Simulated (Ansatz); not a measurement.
A made-up structure of CH2LiN, closed shell:

```
5
angstrom
Li 0.3844 -0.4404 2.1597
N -0.6172 0.1086 -0.1841
C 0.5577 -0.0980 0.1663
H 0.9757 -1.1104 0.3643
H 1.3095 0.7087 0.3173
```

It is relaxed with PBE-D4/def2-SVP and then PBE0-D4/def2-TZVP (Ansatz 0.2.0). Atoms count as bonded within 1.22 times the sum of their covalent radii (H–H: 0.88 Å). The end point is not checked to be a true minimum.

**Question.** Does its bonding change? (Judge from chemistry; the calculation decides.)

**Answer.** The calculation gives: Yes. Formed: Li1–N2, Li1–H4; broken: none.

Where it ends: The first stage lowers the energy by 1.90 eV in 11 steps. It ends as CH₂LiN ([H]1[Li]2[N][CH]12):
```tsv
atom	x (Å)	y (Å)	z (Å)
Li1	-0.2126	-0.9739	1.6997
N2	-0.5168	0.3130	0.4817
C3	0.6739	0.0688	0.2591
H4	1.3058	-0.7545	0.8632
H5	1.3597	0.5151	-0.4801
```

Labels in which every atom is bracketed show which atoms are joined, not bond orders.

For scale, one of the runs: PBE0-D4/def2-TZVP relaxation, 88 basis functions, launched by `ansatz run in.yaml --threads 2 --pin off --events-out ev --progress --plain --max-ram 4352MiB`. The run took about 9.5 s on 2 CPU threads of an Arm Neoverse V1 (shared host).
